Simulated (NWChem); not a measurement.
# Ionisation of C$_{2}$H$_{3}$

```xyz
5

C      0.2486     0.6847     0.0000
C     -0.1175    -0.5818     0.0000
H     -0.2181     1.6789     0.0000
H     -1.1865    -0.8878     0.0000
H      0.6179    -1.4084     0.0000
```
Charge 0, spin multiplicity 2.

The numbers come from NWChem runs, not from measurements. All single points use one geometry, from UPBE/def2-SVP, a minimum by its harmonic frequencies.

Basis set: def2-TZVPD. The species with one electron less has spin multiplicity 1 and keeps the geometry of the parent. Δ marks differences of total energies (open shells unrestricted). −ε marks an orbital energy of the parent. That orbital need not have the symmetry of the hole or added electron in the Δ rows. That singlet is a closed-shell solution.

B3LYP has NWChem's definition, with VWN1-RPA local correlation. The structure started from a generated list of species. The unpaired electrons of the parent sit in orbitals of symmetry a' (Cs labels of the run); other states weren't searched. The stability of the SCF solutions was not checked.

Q: One of these methods gave a first vertical ionisation energy of 9.64 eV. Which?
A. G0W0@PBE0
B. −ε(alpha HOMO) of BLYP
C. ΔB3LYP
D. G0W0@PBE

A: C, ΔB3LYP. The others give 5.34 (−ε(alpha HOMO) of BLYP), 9.37 (G0W0@PBE0), 8.85 (G0W0@PBE).
